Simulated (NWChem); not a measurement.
Molecule: difluoromethane (CH2F2); SMILES C(F)F

Program: NWChem. Medium grid unless said otherwise, to which SCAN and Minnesota functionals are sensitive. Structure relaxed at the PBE0/def2-SVP level. B3LYP is NWChem's, with the RPA form of VWN correlation.

Q: Order these by “dipole (D)”, lowest first: B3LYP/def2-TZVPD; Hartree-Fock/def2-TZVPD; PBE/def2-TZVPD; CAM-B3LYP/def2-TZVPD; r2SCAN/def2-TZVPD.

A: PBE/def2-TZVPD (1.71), r2SCAN/def2-TZVPD (1.76), B3LYP/def2-TZVPD (1.85), CAM-B3LYP/def2-TZVPD (1.91), Hartree-Fock/def2-TZVPD (2.09)
